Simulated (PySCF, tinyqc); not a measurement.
Worked calculation: RKS/PBE in the sto-3g basis, for BH, spin multiplicity 1. The lowest restricted solution is unstable here: a spin-polarised one lies 0.0000 hartree lower (PySCF). One step of it, computed by the program tinyqc.

Task: Iteration 2: diagonalisation and new density. Diagonalise F' = X^T F X, C = X C', fill 3 alpha and 3 beta electrons from the bottom; D = 2 C_occ C_occ^T. Each column has its largest component positive (the first on a tie).

extrapolated F (hartree), order 1B 1s, 1B 2s, 1B 2px, 1B 2py, 1B 2pz, 2H 1s:
$$\begin{pmatrix}
-9.155082 & -2.418841 & 0.000000 & 0.000000 & 0.004822 & -0.207065 \\
-2.418841 & -1.311153 & 0.000000 & 0.000000 & 0.036809 & -0.214779 \\
0.000000 & 0.000000 & -0.522613 & -0.000194 & 0.000000 & 0.000000 \\
0.000000 & 0.000000 & -0.000194 & -0.525631 & 0.000000 & 0.000000 \\
0.004822 & 0.036809 & 0.000000 & 0.000000 & -0.504163 & -0.139335 \\
-0.207065 & -0.214779 & 0.000000 & 0.000000 & -0.139335 & 0.146479
\end{pmatrix}$$

X, order 1B 1s, 1B 2s, 1B 2px, 1B 2py, 1B 2pz, 2H 1s:
$$\begin{pmatrix}
0.414396 & 0.716757 & 0.000000 & 0.000000 & 0.555085 & 0.296369 \\
-0.750896 & -0.488579 & 0.000000 & 0.000000 & 0.389611 & 0.464151 \\
0.000000 & 0.000000 & 0.999533 & -0.030571 & 0.000000 & 0.000000 \\
0.000000 & 0.000000 & 0.030571 & 0.999533 & 0.000000 & 0.000000 \\
-0.591728 & 0.593060 & 0.000000 & 0.000000 & -0.543306 & 0.345467 \\
0.840554 & -0.372330 & 0.000000 & 0.000000 & -0.308080 & 0.511731
\end{pmatrix}$$

Give: F' = X^T F X; orbital energies; coefficients C; D after iteration 2.

Result:

F' = X^T F X (hartree):
$$\begin{pmatrix}
-0.583 & -1.449 & 0.000 & 0.000 & -1.453 & -0.543 \\
-1.449 & -3.403 & 0.000 & 0.000 & -3.130 & -2.214 \\
0.000 & 0.000 & -0.523 & 0.000 & 0.000 & 0.000 \\
0.000 & 0.000 & 0.000 & -0.526 & 0.000 & 0.000 \\
-1.453 & -3.130 & 0.000 & 0.000 & -4.144 & -2.577 \\
-0.543 & -2.214 & 0.000 & 0.000 & -2.577 & -1.975
\end{pmatrix}$$

orbital energies (hartree): MO1 -9.155, MO2 -0.731, MO3 -0.526, MO4 -0.523, MO5 -0.498, MO6 0.280

coefficients C, order 1B 1s, 1B 2s, 1B 2px, 1B 2py, 1B 2pz, 2H 1s:
$$\begin{pmatrix}
1.002 & -0.271 & 0.000 & 0.000 & -0.044 & 0.050 \\
-0.006 & 1.029 & 0.000 & 0.000 & 0.170 & -0.285 \\
0.000 & 0.000 & 0.064 & 0.998 & 0.000 & 0.000 \\
0.000 & 0.000 & 0.998 & -0.064 & 0.000 & 0.000 \\
-0.001 & -0.155 & 0.000 & 0.000 & 0.992 & -0.330 \\
0.002 & -0.016 & 0.000 & 0.000 & -0.015 & 1.096
\end{pmatrix}$$

D after iteration 2, order 1B 1s, 1B 2s, 1B 2px, 1B 2py, 1B 2pz, 2H 1s:
$$\begin{pmatrix}
2.154 & -0.571 & 0.000 & 0.000 & 0.082 & 0.012 \\
-0.571 & 2.119 & 0.000 & 0.000 & -0.319 & -0.033 \\
0.000 & 0.000 & 0.008 & 0.127 & 0.000 & 0.000 \\
0.000 & 0.000 & 0.127 & 1.992 & 0.000 & 0.000 \\
0.082 & -0.319 & 0.000 & 0.000 & 0.048 & 0.005 \\
0.012 & -0.033 & 0.000 & 0.000 & 0.005 & 0.001
\end{pmatrix}$$
